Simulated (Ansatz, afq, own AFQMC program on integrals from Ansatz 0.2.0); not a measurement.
# HfH$_{4}$S$_{4}$, singlet: AFQMC among the cluster methods

```xyz
9

S    -0.4428    0.9619   -2.1897
Hf   -0.0010   -0.0036   -0.0004
S     2.3883   -0.3285    0.3222
S    -1.1811   -2.1289    0.1014
S    -0.7636    1.4846    1.7669
H    -0.5861    2.2102   -1.6819
H     2.6429   -0.2322   -1.0055
H    -0.1513   -2.7423    0.7340
H    -1.9054    0.7787    1.9530
```

Basis def2-SVP with its core potentials. Noble-gas cores (and the filled d shells of Ga–Kr and In–Xe) are frozen. Ansatz 0.2.0 and our own AFQMC program on the same integrals; the CISD trial comes from CCSD amplitudes, and released means the phaseless constraint is let go. ± is one standard error of the sampling. No spin–orbit coupling. The metal's outer-core s and p shells are frozen, which shifts wave-function levels against functionals.

Determinant: RHF, the one that the program's search chose, which needn't be the lowest solution. The geometry is a PBE0/def2-SVP stationary point of this or a neighbouring charge and spin state.

No full CI on the walks' own integrals is used here. The released AFQMC energy serves as the reference, which it does only where one determinant dominates, the energy is flat over the last release times and near the phaseless one (40 meV or 2 meV an electron, half that with transition metals). On small molecules, where full CI could be run and the noise was under 10 meV, such values lay within 10 meV of it in 19 cases of 20, a flattering rate, since the rule was set on those same cases; what remains of the bias isn't in the error bar.

Cautions: no spin-orbit coupling; outer-core shells of the metal frozen; the released value is read at 0.80 1/Eh with a noise of 11 meV, more than in the cases checked, later times being too noisy (meV from the phaseless value at times in 1/Eh: -9 ± 15 at 0.24, -10 ± 12 at 0.48, -14 ± 11 at 0.80, -6 ± 20 at 1.20); released reference can be 30 meV off for metals.

```
T1 diagnostic                               : 0.0181
weight of the determinant in the CISD state : 0.729
size of the correlated space                : 32 electrons in 100 orbitals
```

```csv
level,correlation energy (eV)
MP2,-17.1655
CCSD,-18.7713
CCSD(T),-19.4812
```

Q: Estimate where phaseless AFQMC with a CISD trial lies against CCSD(T) on the same integrals.

A: 9.9 ± 0.9 kJ/mol below CCSD(T).

Reference: AFQMC with the constraint released, correlation energy -19.598 ± 0.011 eV.

```csv
level,E − E(reference) (kJ/mol),share of correlation (%)
CCSD(T),11.3 ± 1.1,99.40
ph-AFQMC/CISD,1.4 ± 1.4,99.93
```

Released energies are given only where the last usable release times agree within the noise; a slower fall can still hide under it.
